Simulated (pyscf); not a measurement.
HF (SMILES F) + HO–Ge•(F)–F (SMILES [OH][Ge]([F])[F]) → F–Ge•(F)–F (SMILES [F][Ge]([F])[F]) + H₂O (SMILES O), a four-centre exchange (doublet surface; F–H, Ge–O broken, F–Ge, H–O formed). PySCF, gas phase, ωB97X-D3(BJ)/def2-SVP geometries. Energies in eV from the separated reactants.

Small-basis levels: PySCF, no dispersion term, spherical d functions. AM1 to PM7: differences of heats of formation from MOPAC, which are fitted to 298 K values and so differ in kind from electronic energies by zero-point and thermal terms. GFN2-xTB: tblite. Open shells are spin-unrestricted. 

```
level                       barrier  reaction energy
-----------------------  ----------  ---------------
HF/STO-3G                      0.21            -0.21
PBE/6-31G*+LANL2DZ       (withheld)            -0.47
B3LYP/STO-3G             (withheld)            -0.36
B3LYP/3-21G                   -1.14            -0.39
B3LYP/6-311+G**+LANL2DZ        0.18            -0.17
PBE/def2-SVP                  -0.44            -0.28
GFN2-xTB                      -0.06            -0.44
AM1                            1.28            +0.07
PM7                            0.95            +0.38
ωB97M-D3(BJ)/def2-TZVP   (withheld)            -0.22
```

### Question
Fill in the missing entries.

### Answer

- PBE/6-31G*+LANL2DZ, barrier: -0.52
- B3LYP/STO-3G, barrier: -1.13
- ωB97M-D3(BJ)/def2-TZVP, barrier: 0.14

Against the last row the barrier runs from -1.28 (B3LYP/3-21G) to +1.14 eV (AM1). At PBE/6-31G*+LANL2DZ, B3LYP/STO-3G, B3LYP/3-21G, PBE/def2-SVP, GFN2-xTB this geometry lies under one side, so the entry may be no barrier of that level: it is a single point on another level's saddle. ωB97M-D3(BJ)/def2-TZVP has limits of its own. On the reactant side the descent ends in a complex, 0.27 eV under the separated species and 0.42 eV under the saddle at ωB97X-D3(BJ)/def2-TZVP. On the product side the descent ends in a complex, 0.27 eV under the separated species and 0.63 eV under the saddle at ωB97X-D3(BJ)/def2-TZVP. This is the saddle that the search found; another between the same sides may lie lower. In the def2 sets elements up to Kr have no core potential.
